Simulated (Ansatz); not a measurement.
Elements on the sites of an ideal bcc lattice, at a guessed lattice constant:

```
Ga Sn Au
1.0
     6.84702    0.00000    0.00000
     0.00000    6.84702    0.00000
     0.00000    0.00000    6.84702
Ga Sn Au
3 3 10
Direct
  0.50000 0.50000 0.00000
  0.00000 0.50000 0.50000
  0.75000 0.75000 0.25000
  0.00000 0.00000 0.00000
  0.25000 0.25000 0.25000
  0.75000 0.25000 0.25000
  0.50000 0.00000 0.00000
  0.00000 0.50000 0.00000
  0.00000 0.00000 0.50000
  0.50000 0.00000 0.50000
  0.25000 0.75000 0.25000
  0.25000 0.25000 0.75000
  0.50000 0.50000 0.50000
  0.75000 0.25000 0.75000
  0.25000 0.75000 0.75000
  0.75000 0.75000 0.75000
```

Cell and atoms were relaxed without symmetry on coarser meshes and computed once more. The calculation used DFT PBEsol, scalar-relativistic, plane waves, PAW in Ansatz 0.2.0.

Plane waves to 420 eV, a k mesh through Γ of 5×5×5 on the computed 16-atom cell and Gaussian smearing (0.10 eV); no spin polarisation.

The relaxation ran on 2×2×2 (shifted) and then 3×3×3 k points with a smearing of 0.1 eV, from sites shaken by 0.02 Å.

Q: What does the relaxation give?

A: A volume of 19.13 Å³/atom and no gap on the mesh. It lies 0.10 eV/atom below the elements' standard states (static lattices, no corrections for gases). The atoms leave their sites by 0.89 Å (root mean square) and 1.40 Å at most, and the cell stretches by up to 14.7 % at fixed volume, so the lattice hasn't survived.

```xyz
16
Lattice="6.7742 -0.3487 -0.0623 -0.3415 6.7229 0.8702 -0.0532 0.8510 6.8481" Properties=species:S:1:pos:R:3 pbc="T T T"
Ga    3.4310    3.7505    6.3249
Ga    0.8208    3.8074    4.8115
Ga    5.1711    5.1359    3.4921
Sn    6.6145    0.4732    6.5059
Sn    1.4481    2.0262    1.4774
Sn    4.6920    1.6573    2.0362
Au    3.5750    6.0922    1.4690
Au    5.9609    3.9941    6.8952
Au    0.1073    0.8150    3.6643
Au    2.1654    6.4438    3.7951
Au    0.5032    4.6665    2.3321
Au    2.4419    1.6837    5.1725
Au    3.0278    3.7197    3.1851
Au    5.1763    2.4811    4.6504
Au    1.6024    5.6810    6.5370
Au    4.2401    6.1748    5.7309
```

The final mesh leaves forces up to 0.10 eV/Å and stresses up to 0.3 GPa: the relaxation ran on a coarser mesh, so the cell's shape, its bonds and its energy belong partly to that mesh.

Spin-orbit coupling is left out, which matters for the bands of heavy elements.

Cost: 2 runs of about 25 core-minutes in all (earlier runs that led there not counted), on Arm Neoverse V2 (shared hosts).